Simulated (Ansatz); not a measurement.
Solid iodine, treated with PBE0-D3(BJ) in Ansatz (PAW).

Task: Give the computed lattice energy and volume per molecule.

Result: 
lattice energy: 81 kJ/mol
volume per molecule: 78.86 Å³

Spin–orbit coupling is not included.

Static lattice: no zero-point or thermal effects.

Ansatz is an electronic-structure program.
